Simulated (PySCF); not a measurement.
**CFCl: relaxation and vibrations of the singlet**

The task is one start of a wider search on CFCl: the singlet, from a linear start. It is relaxed, tested by its Hessian and followed downhill if it is a saddle.

Method: PBE0, basis C def2-TZVP, F def2-TZVP, Cl def2-TZVP, no relativity, density fitting; program: PySCF 2.14.0.

## 1. The system as given

3 atoms, charge 0, spin multiplicity 1.

Bond lengths: C1–F2 1.390 Å, C1–Cl3 1.740 Å. Angles: F2–C1–Cl3 180.0°.

Coordinates in bohr (charge 0 multiplicity 1):
```
C     0.0000    0.0000    0.0000
F     0.0000    0.0000   -2.6267
Cl    0.0000    0.0000    3.2881
```

## 2. Finding the electronic state

One driver script runs all steps and calls PySCF; scf.py shows how it sets up the SCF of each step. The optimiser is the driver's own. After this first run the driver tries any further starts and a stability analysis.

Contents of scf.py:

```python
from pyscf import gto, scf, dft
mol = gto.M(atom='''
C      0.000000     0.000000     0.000000
F      0.000000     0.000000    -1.390000
Cl     0.000000     0.000000     1.740000''',
    basis={'C': 'def2-TZVP', 'F': 'def2-TZVP', 'Cl': 'def2-TZVP'},
    charge=0, spin=0)
mf = dft.RKS(mol, xc='PBE0')
mf.grids.atom_grid = (50, 194)
aux = {'C': 'def2-universal-JKFIT', 'F': 'def2-universal-JKFIT', 'Cl': 'def2-universal-JKFIT'}
mf = mf.density_fit(auxbasis=aux)
mf.conv_tol = 1e-08
mf.diis_space = 10
mf.max_cycle = 60
mf.init_guess = 'minao'
mf.verbose = 4
mf.kernel()
```

Command:

```sh
> OMP_NUM_THREADS=2 python axn.py task.json out
```

Output:

```text
init E= -597.945831383278
  HOMO = -0.153999051638203  LUMO = -0.112553777563884  gap/eV = 1.12778
cycle= 1 E= -597.505620786699  delta_E= 0.44  |g|= 0.715  |ddm|= 2.83
cycle= 2 E= -596.425341476005  delta_E= 1.08  |g|= 2.36  |ddm|= 3.51
  HOMO = -0.184010904195258  LUMO = -0.155293096648822  gap/eV = 0.78145
cycle= 3 E= -597.621174546446  delta_E= -1.2  |g|= 0.282  |ddm|= 3.28
  HOMO = -0.204125111237266  LUMO = -0.155457917939475  gap/eV = 1.32430
cycle= 4 E= -597.603874746008  delta_E= 0.0173  |g|= 0.343  |ddm|=  0.4
  HOMO = -0.20218061794494  LUMO = -0.142409086211682  gap/eV = 1.62647
cycle= 5 E= -597.633573607796  delta_E= -0.0297  |g|= 0.0239  |ddm|= 0.267
  HOMO = -0.200706444994836  LUMO = -0.13893425654983  gap/eV = 1.68091
cycle= 6 E= -597.633675711865  delta_E= -0.000102  |g|= 0.00578  |ddm|= 0.0184
  HOMO = -0.200947414174252  LUMO = -0.138878625746166  gap/eV = 1.68898
cycle= 7 E= -597.633684570094  delta_E= -8.86e-06  |g|= 0.000727  |ddm|= 0.00585
  HOMO = -0.200911700605822  LUMO = -0.138817800080081  gap/eV = 1.68966
cycle= 8 E= -597.633684694323  delta_E= -1.24e-07  |g|= 0.000198  |ddm|= 0.000733
  HOMO = -0.200885856089293  LUMO = -0.138783614420651  gap/eV = 1.68989
cycle= 9 E= -597.633684706457  delta_E= -1.21e-08  |g|= 4.02e-05  |ddm|= 0.000216
  HOMO = -0.200892670702899  LUMO = -0.138789897697312  gap/eV = 1.68990
cycle= 10 E= -597.63368470707  delta_E= -6.13e-10  |g|= 8.73e-06  |ddm|= 9.51e-05
  HOMO = -0.200890440216  LUMO = -0.138788133515222  gap/eV = 1.68989
Extra cycle  E= -597.633684707095  delta_E= -2.52e-11  |g|= 7.51e-06  |ddm|= 2.33e-05
converged SCF energy = -597.633684707095
```

This step, with its further starts and checks, needed 5.8 s of wall time on 2 threads of Arm Neoverse V2, shared host.

The starts that the driver tried:

```tsv
start	energy (Eh)
the minimal-basis guess	-597.633685
a thermally smeared density	-597.633685
a smeared PBE density	-597.633685
```

The test of internal stability and the other starts found no lower closed-shell solution.

## 3. Linear start, singlet: relaxation

The program finds C∞v symmetry in the start, which this walk keeps.

scf.py, as its differences from that of step 2:

```diff
@@ -3,3 +3,3 @@
-C      0.000000     0.000000     0.000000
-F      0.000000     0.000000    -1.390000
-Cl     0.000000     0.000000     1.740000''',
+C      0.000000     0.000000    -0.522047
+F      0.000000     0.000000    -1.912047
+Cl     0.000000     0.000000     1.217953''',
@@ -15 +14,0 @@
-mf.init_guess = 'minao'
```

The optimiser's trace:

```tsv
step	energy (Eh)	change (kJ/mol)	largest symmetric gradient (Eh/bohr)
0	-597.633685	0.00	0.11958
1	-597.665727	-84.13	0.06082
2	-597.677296	-114.50	0.06349
3	-597.689493	-146.52	0.02826
4	-597.690877	-150.16	0.01092
5	-597.691399	-151.53	0.01250
6	-597.691804	-152.59	0.00842
7	-597.691927	-152.92	0.00116
8	-597.691929	-152.92	0.00015
```

The walk took 8.3 s.

Positions (Å) and forces (eV/Å) along the way:

```
step 0
C    0.000   0.000  -0.522   0.000   0.000  -3.909
F    0.000   0.000  -1.912   0.000   0.000  -2.240
Cl   0.000   0.000   1.218   0.000   0.000   6.149
step 1
C    0.000   0.000  -0.580   0.000   0.000  -3.127
F    0.000   0.000  -2.026   0.000   0.000   1.382
Cl   0.000   0.000   1.390   0.000   0.000   1.745
step 4
C    0.000   0.000  -0.760   0.000   0.000  -0.297
F    0.000   0.000  -1.995   0.000   0.000  -0.265
Cl   0.000   0.000   1.538   0.000   0.000   0.562
step 8
C    0.000   0.000  -0.798   0.000   0.000   0.008
F    0.000   0.000  -2.029   0.000   0.000  -0.007
Cl   0.000   0.000   1.611   0.000   0.000  -0.001
```

It settles in C∞v symmetry, 152.9 kJ/mol below the start, after 8 steps: C–F 1.231 Å.

## 4. Vibrations and properties at this point

The point is checked on the finer grid, and tightened if its gradient asks for it. The Hessian and the dipole derivatives come from central differences of analytic gradients, with steps of 0.02 bohr.

scf.py, as its differences from that of step 3:

```diff
@@ -3,3 +3,3 @@
-C      0.000000     0.000000    -0.522047
-F      0.000000     0.000000    -1.912047
-Cl     0.000000     0.000000     1.217953''',
+C      0.000000    -0.000000    -0.922134
+F      0.000000    -0.000000    -2.153716
+Cl     0.000000     0.000000     1.486540''',
@@ -9 +9 @@
-mf.grids.atom_grid = (50, 194)
+mf.grids.atom_grid = (75, 302)
@@ -12 +12 @@
-mf.conv_tol = 1e-08
+mf.conv_tol = 1e-10
```

This SCF starts from the last density.

Log of the central SCF (cycles and frontier levels):

```text
init E= -597.691932809138
  HOMO = -0.254337477098446  LUMO = -0.171468042367082  gap/eV = 2.25499
cycle= 1 E= -597.691932809003  delta_E= 1.36e-10  |g|= 1.93e-05  |ddm|= 2.18e-05
  HOMO = -0.254342703483254  LUMO = -0.171462861491734  gap/eV = 2.25528
cycle= 2 E= -597.691932806416  delta_E= 2.59e-09  |g|= 8.44e-05  |ddm|= 9.53e-05
  HOMO = -0.254338425813665  LUMO = -0.171467053864191  gap/eV = 2.25504
cycle= 3 E= -597.691932809146  delta_E= -2.73e-09  |g|= 2.96e-07  |ddm|= 7.76e-05
  HOMO = -0.25433842969011  LUMO = -0.171467058192145  gap/eV = 2.25504
cycle= 4 E= -597.691932809146  delta_E= 4.55e-13  |g|= 5.61e-08  |ddm|= 1.19e-07
  HOMO = -0.254338430511333  LUMO = -0.171467075069633  gap/eV = 2.25504
Extra cycle  E= -597.691932809145  delta_E= 6.82e-13  |g|= 1.56e-07  |ddm|= 1.63e-07
converged SCF energy = -597.691932809145
```

The whole step took 14 s.

Geometry: C∞v; C–F 1.232 Å.

Modes, for the most abundant isotopes:

```tsv
symmetry	ω (cm⁻¹)	IR (km/mol)
π	734i	6.6
σ+	265	47.9
σ+	1303	1069
```

2 modes are imaginary, the largest at 734i cm⁻¹: a saddle point, not a minimum.

Constants and moments:

| Property | Result |
| --- | --- |
| Dipole moment | 5.97 D |
| Highest occupied level | -6.92 eV |
| Lowest empty level | -4.67 eV |
| Rotational constants | 0.096 cm⁻¹ |
| Zero-point energy (real modes) | 9.4 kJ/mol |
| Principal polarisabilities | 19.0, 19.0, 72.3 bohr³ |
| Atomisation energy without zero-point energy | 559 kJ/mol |
| Principal traceless quadrupole moments about the centre of mass | -0.05, -0.05, 0.09 D Å |

Charges (e) and bond orders:

```csv
atom,Mulliken,Löwdin,polar tensor,Mayer order to C1
C1,0.28,-0.15,0.99,–
F2,0.12,0.40,-0.50,1.33
Cl3,-0.39,-0.25,-0.49,0.97
```

Outer orbital energies (eV). occupied: -22.44, -20.54, -18.28, -18.28, -13.83, -7.72, -7.72, -6.92; empty: -4.67, -4.67, 1.84, 5.17.

Mulliken populations on C1: s 3.97, p 1.60, d 0.13, f 0.01.

## 5. Leaving the saddle point

The atoms are moved a little along the softest imaginary mode and relaxed again.

The program finds Cs symmetry in the start, which this walk keeps.

scf.py, as its differences from that of step 4:

```diff
@@ -3,3 +3,3 @@
-C      0.000000    -0.000000    -0.922134
-F      0.000000    -0.000000    -2.153716
-Cl     0.000000     0.000000     1.486540''',
+C      0.019943    -0.118331    -0.922131
+F     -0.008335     0.049455    -2.153714
+Cl    -0.002315     0.013738     1.486543''',
@@ -9 +9 @@
-mf.grids.atom_grid = (75, 302)
+mf.grids.atom_grid = (50, 194)
@@ -12 +12 @@
-mf.conv_tol = 1e-10
+mf.conv_tol = 1e-08
```

The optimiser's trace:

```tsv
step	energy (Eh)	change (kJ/mol)	largest symmetric gradient (Eh/bohr)
0	-597.698856	0.00	0.03862
1	-597.728521	-77.89	0.05804
2	-597.736237	-98.14	0.09471
3	-597.763479	-169.67	0.07119
4	-597.796242	-255.69	0.10242
5	-597.822596	-324.88	0.02685
6	-597.823818	-328.09	0.00723
7	-597.823995	-328.55	0.00128
8	-597.824000	-328.57	0.00009
9	-597.824000	-328.57	0.00000
```

The walk took 8.2 s.

Positions (Å) and forces (eV/Å) along the way:

```
step 0
C    0.020  -0.118  -0.922   0.339  -1.986  -0.400
F   -0.008   0.049  -2.154  -0.222   1.290   0.803
Cl  -0.002   0.014   1.487  -0.117   0.695  -0.404
step 1
C    0.055  -0.327  -0.929   0.190  -1.148  -1.157
F   -0.031   0.187  -2.103  -0.088   0.546   2.984
Cl  -0.014   0.085   1.442  -0.102   0.602  -1.828
step 5
C    0.098  -0.581  -0.795   0.118  -0.718   1.380
F   -0.061   0.364  -1.604  -0.168   1.009  -1.256
Cl  -0.027   0.162   0.810   0.050  -0.290  -0.124
step 9
C    0.097  -0.577  -0.767  -0.002  -0.001   0.000
F   -0.063   0.372  -1.628   0.001   0.000   0.000
Cl  -0.025   0.150   0.806   0.001   0.001   0.000
```

After 9 steps and 328.6 kJ/mol it ends at Cs: C–Cl 1.738 Å, C–F 1.291 Å; Cl–C–F 106.7°.

## 6. Frequencies

As before: finer grid, then central differences.

scf.py, as its differences from that of step 5:

```diff
@@ -3,3 +3,3 @@
-C      0.019943    -0.118331    -0.922131
-F     -0.008335     0.049455    -2.153714
-Cl    -0.002315     0.013738     1.486543''',
+C      0.111015    -0.658709    -0.586377
+F     -0.048936     0.290362    -1.447013
+Cl    -0.011512     0.068308     0.987389''',
@@ -9 +9 @@
-mf.grids.atom_grid = (50, 194)
+mf.grids.atom_grid = (75, 302)
@@ -12 +12 @@
-mf.conv_tol = 1e-08
+mf.conv_tol = 1e-10
```

SCF at the final geometry:

```text
init E= -597.824002558284
  HOMO = -0.297161861099475  LUMO = -0.106797069047943  gap/eV = 5.18009
cycle= 1 E= -597.824002558285  delta_E= -4.55e-13  |g|= 2.04e-06  |ddm|= 1.98e-06
  HOMO = -0.297162114360425  LUMO = -0.106797427122132  gap/eV = 5.18009
Extra cycle  E= -597.824002558285  delta_E=    0  |g|= 3.39e-06  |ddm|= 3.37e-06
converged SCF energy = -597.824002558285
```

The whole step needed 18 s of wall time on 2 threads of Arm Neoverse V2, shared host.

Geometry: Cs; C–Cl 1.738 Å, C–F 1.291 Å; Cl–C–F 106.7°.

Harmonic modes (main isotopes):

```tsv
symmetry	ω (cm⁻¹)	IR (km/mol)
a'	458	12.0
a'	771	231
a'	1209	263
```

Every mode is real; the point is a minimum.

Constants and moments:

- Dipole moment: 0.85 D
- Highest occupied level: -8.09 eV
- Lowest empty level: -2.91 eV
- Rotational constants: 2.356, 0.2161, 0.1979 cm⁻¹
- Zero-point energy: 14.6 kJ/mol
- Principal polarisabilities: 18.6, 20.5, 37.2 bohr³
- Atomisation energy without zero-point energy: 906 kJ/mol
- Principal traceless quadrupole moments about the centre of mass: -2.89, 1.19, 1.71 D Å
- Entropy at 298.15 K and 1 bar: 258.8 J/(mol K)
- Heat capacity Cp at 298.15 K: 42.6 J/(mol K)
- Enthalpy at 298.15 K above 0 K: 10.86 kJ/mol
- Rotational symmetry number: 1

Charges (e) and bond orders:

```
atom  Mulliken  Löwdin  polar tensor  Mayer order to C1
  C1      0.03   -0.63          0.82                  –
  F2     -0.03    0.25         -0.42               1.17
 Cl3      0.00    0.38         -0.40               1.32
```

Mulliken populations on C1: s 3.84, p 1.96, d 0.15, f 0.02.

## 7. Would spin polarisation lower it?

At the lowest minimum the closed shell is tested against spin polarisation, on the (50, 194) grid. It is stable.

## 8. All stationary points

| spin | group | bonds | imaginary modes (cm⁻¹) | ΔE (kJ/mol) | with zero-point energy |
| --- | --- | --- | --- | --- | --- |
| singlet | Cs | C–Cl 1.738 Å, C–F 1.291 Å | none | 0.0 | 0.0 |
| singlet | C∞v | C–F 1.232 Å | 734i, 734i | 346.7 | – |

## 9. Outcome

| quantity | value |
| --- | --- |
| minimum | singlet, Cs |
| geometry | C–Cl 1.738 Å, C–F 1.291 Å; Cl–C–F 106.7° |
| wavenumbers (cm⁻¹) | 458 (a'), 771 (a'), 1209 (a') |
| dipole moment | 0.85 D |
| highest occupied, lowest empty level | -8.09, -2.91 eV |
| polar-tensor charge of C1 | +0.82 e |
| zero-point energy | 14.6 kJ/mol |
| entropy at 298.15 K | 258.8 J/(mol K) |
| atomisation energy (no zero-point energy) | 906 kJ/mol |

What this shows: From C∞v at the start the molecule goes to a Cs minimum, after a stop at a second-order saddle point 346.7 kJ/mol higher, from which it was pushed off along an imaginary mode. The strongest infrared band lies at 1209 cm⁻¹ (a'). Only this shape and spin were tried, so other structures or states may lie lower.

The search up to here took 55 s.
